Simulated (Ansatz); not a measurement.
**BNH4 (triplet): wave-function methods side by side at distance B1–H4 along a hydrogen transfer = 1.798 Å, cc-pVDZ**

One table from this session's results is given with a row withheld; the runs are named, their logs left out.

The runs use Ansatz 0.2.0, Gaussian basis; cc-pVDZ, core rule «outside noble gas», up to 2 orbitals frozen.

To be run: UHF; CCSD(T) on ROHF; CCSD(T) on UHF; BCCD(T) on ROHF; CISD; CCSDT(Q) on ROHF; CCSDT(Q) on UHF; CASSCF and MRCISD+Q, 4 electrons in 4 orbitals; CASSCF and NEVPT2, 4 electrons in 4 orbitals.

7 further runs of the same task are left out: 1 for a mislabelled method, 5 that didn't finish, 1 set aside as unsound or not needed.

## The geometry

The geometry derives from fragments relaxed apart (PBE0/def2-TZVP) and kept rigid, so it is no stationary point. A hydrogen atom is moved between rigid fragments.

6 atoms, charge 0, spin multiplicity 3.

Atoms are counted from 1 here; the program's logs count them from 0.

Bond lengths: B1–H2 1.193 Å, B1–H3 1.193 Å, H4–N5 1.040 Å, N5–H6 1.040 Å. Angles: H2–B1–H3 120.0°, H4–N5–H6 105.0°.

Set-up of the first run:

Input file in.yaml:

```yaml
crystal:
  periodic: [false, false, false]
  atoms:
    - {symbol: B, position_ang: [-1.507553, 0.035086, 0.000000]}
    - {symbol: H, position_ang: [-2.104286, 1.068657, 0.000000]}
    - {symbol: H, position_ang: [-2.104287, -0.998486, 0.000000]}
    - {symbol: H, position_ang: [0.290447, 0.035086, 0.000000]}
    - {symbol: N, position_ang: [1.330447, 0.035086, 0.000000]}
    - {symbol: H, position_ang: [1.599528, -0.969141, 0.000000]}
basis:
  gaussian: {orbitals: cc-pVDZ}
magnetization: {spin_polarized: true, initial_magnetization: 2}
hamiltonian: {xc: hf}
output: {orbitals: {seedname: orbitals}}
```

On the command line:

```console
ansatz run in.yaml --threads 1 --pin off --events-out ev --progress --plain --max-ram 2393MiB
```

Steps of the session up to this table: UHF; CCSD(T) on ROHF; CCSD(T) on UHF; BCCD(T) on ROHF; CISD; CCSDT(Q) on ROHF; CCSDT(Q) on UHF; CASSCF and MRCISD+Q, 4 electrons in 4 orbitals; CASSCF and NEVPT2, 4 electrons in 4 orbitals.

One table of the session follows, with a row left open; its other results are not shown here.

```
   method  from UCCSDT(Q) (kcal/mol)
     ROHF                          ?
      UHF                    +164.42
     RMP2                     +28.47
     UMP2                     +28.48
     CISD                     +15.62
    RCCSD                      +3.73
    UCCSD                      +3.66
 RCCSD(T)                      +0.73
 UCCSD(T)                      +0.72
  BCCD(T)                      +0.74
   RCCSDT                      +0.21
   UCCSDT                      +0.19
RCCSDT(Q)                      +0.02
UCCSDT(Q)                          0
```

**Question.** Estimate the row for ROHF.

As computed: from UCCSDT(Q) (kcal/mol): +169.34. In the column «from UCCSDT(Q) (kcal/mol)» it is the highest.

Left out of the table: CASSCF pair, NEVPT2 pair, MRCISD pair, MRCISD+Q pair (the active space lost an orbital or holds another state than full CI finds).

Limits of these values: Restricted and unrestricted rows rest on different reference determinants; where their highest levels disagree by more than a few hundredths of an eV, they describe different states and don't form one ladder. Warnings in the runs' records: passed over end.
